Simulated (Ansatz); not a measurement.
Name a neutral molecule of C, O, S and H with HOMO–LUMO gap (ωB97M-V/def2-TZVPP) between 8.55 and 8.85 eV and size of the dipole moment (PBE/def2-TZVPP) between 1.55 and 1.85 D (Ansatz, PBE0-D4/def2-TZVP geometry).

`C=C(C)C(O)=S` (8.80 eV, 1.81 D); `C=CC(O)=S` (8.81 eV, 1.74 D). Other molecules can fit too; these were computed, each in one conformer that needn't be the lowest.
